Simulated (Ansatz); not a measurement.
Input file for Ansatz (a first-principles code): R-CCSD(T)/cc-pVTZ on ethylamine (SMILES CCN).

Ansatz 0.2 input:
```yaml
crystal:
  periodic: [false, false, false]
  atoms:
    - {symbol: C, position_ang: [-1.04472665, -0.10002393, 0.25430496]}
    - {symbol: C, position_ang: [0.30732585, -0.44421308, -0.36915758]}
    - {symbol: N, position_ang: [1.38800016, 0.50573507, -0.10620817]}
    - {symbol: H, position_ang: [-1.40750718, 0.86440819, -0.11056189]}
    - {symbol: H, position_ang: [-0.96702596, -0.03812223, 1.34288375]}
    - {symbol: H, position_ang: [-1.79802972, -0.85499461, 0.01378986]}
    - {symbol: H, position_ang: [0.20015625, -0.53199896, -1.45354303]}
    - {symbol: H, position_ang: [0.63562356, -1.42533180, -0.01600780]}
    - {symbol: H, position_ang: [1.14027632, 1.42827074, -0.44702752]}
    - {symbol: H, position_ang: [1.54590734, 0.59627059, 0.89152740]}
basis:
  gaussian:
    orbitals: cc-pVTZ
magnetization: {spin_polarized: false}
correlation: {method: ccsd_t, electrons: outside_noble_gas}
scf: {lower_state_search: off}
```

The head of its log:

```
WARN ansatz: RAYON_NUM_THREADS=1 ignored (pool sized by the plan → 1); use --threads N
Functional definition: HF
these checks for a lower state are left out or cut short: stability, starts, cluster_reference, orbital_swaps, neighbouring_geometries, increment
integrals: 0.69 GiB planned
1051 factors; integrals over basis functions are off by at most 1.1e-3 eV
mean field: 0.41 GiB planned
mean field evaluation 1: about -3651.8117 eV, gradient 3.4e1 eV
mean field evaluation 2: about -3651.8124 eV, gradient 3.4e1 eV
mean field evaluation 4: about -3654.5610 eV, gradient 3.2e0 eV
mean field evaluation 8: about -3654.5963 eV, gradient 1.6e-4 eV
mean field -3654.59625932 eV, -134.3039353558 hartree, gradient 2.0e-6 eV, S^2 0.000000; 0 other end points of the search recorded, 0 dependent functions left out
3 core orbitals not correlated
reference -3654.59625932 eV, -134.3039353558 hartree; 10, 10 occupied and 175, 175 virtual orbitals, 1051 factors
```

### Question
Predict the final total energy.

### Answer
-134.9393 hartree (reference determinant -134.3039, T1 diagnostic 0.008).
